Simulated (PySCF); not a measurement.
B3LYP has the VWN-RPA correlation part, as in Gaussian. 

Z-matrix (Å, degrees):
```
Si
H 1 1.4828
H 1 1.4828 2 111.03
H 1 1.4828 2 111.03 3 -124.02
```
Charge 0, spin multiplicity 2.

**Question.** What is the computed dipole moment, total energy and highest occupied spin orbital (B3LYP-D3(BJ)/def2-TZVP in PySCF)?

**Answer.** 
The dipole moment is 0.08 D. The total energy is -7925.73 eV and the highest occupied spin orbital is -6.11 eV.
